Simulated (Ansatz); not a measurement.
A basis-limit estimate, worked out

An elementary step of AlSiH4Cl, singlet (AlSiH₄Cl ([SiH3][AlH][Cl]) → AlCl + SiH₄; Al–Si, Al–H broken or loosened, Si–H formed or tightened). “Start” and “end” are the PBE0-D4/def2-TZVP structures reached by relaxing down either side of its saddle point, with the molecules still in contact.

Ansatz 0.2.0; basis: def2-TZVPP and def2-QZVPP; cores frozen in the correlated methods.

Energies in eV:

| quantity | end | start |
| --- | --- | --- |
| Hartree–Fock, triple zeta (X = 3) | -27014.18362 | -27014.70099 |
| Hartree–Fock, quadruple zeta (X = 4) | -27014.95845 | -27015.48299 |
| MP2 correlation, X = 3 | -10.60775 | -10.67970 |
| MP2 correlation, X = 4 | -11.54315 | -11.63794 |
| CCSD(T) correlation, X = 3 | -12.54102 | -12.55969 |

Problem. Work out the step energy at the basis limit: extrapolate Hartree–Fock as E(X) = E∞ + A exp(−7.88 √X) and the MP2 correlation as E(X) = E∞ + B X^−2.97 (the exponents that Neese and Valeev fitted for def2-TZVPP and QZVPP), then add CCSD(T) − MP2 in triple zeta.

Solution. Each step is linear, so take the differences first (end − start): Hartree–Fock 0.51737 (X = 3) and 0.52454 (X = 4); MP2 correlation 0.07195 and 0.09479; CCSD(T) correlation 0.01867.
Two points give E∞ = E(4) + w [E(4) − E(3)], with w = 1/(exp(7.88 (2 − √3)) − 1) = 0.1377 for Hartree–Fock and w = 1/((4/3)^2.97 − 1) = 0.7407 for the correlation.
Hartree–Fock: 0.52454 + 0.1377 × 0.00717 = 0.5255 eV.
MP2 correlation: 0.09479 + 0.7407 × 0.02284 = 0.1117 eV.
CCSD(T) − MP2: 0.01867 − 0.07195 = -0.0533 eV.
Sum: 0.5255 + 0.1117 + (-0.0533) = 0.5839 eV, or 13.47 kcal/mol. Plain CCSD(T) in triple zeta gives 0.5360 eV, so the larger basis shifts the result by 0.0479 eV.

The T1 diagnostic stays at or below 0.014. The restricted Hartree–Fock reference is unstable towards an unrestricted one at one or more of these structures.

Losses and insertions of silylenes and their heavier kin drive the gas-phase chemistry of silicon and germanium vapour deposition.

Labels in which every atom is bracketed show which atoms are joined, not bond orders.

For scale, one of the runs: CCSD(T)/def2-TZVPP, 182 basis functions, launched by `ansatz run in.yaml --threads 2 --pin off --events-out ev --progress --plain --max-ram 4352MiB`. The run took 29 s on 2 CPU threads of an Arm Neoverse V1 (shared host), with 1.5 GiB of host memory at its peak.
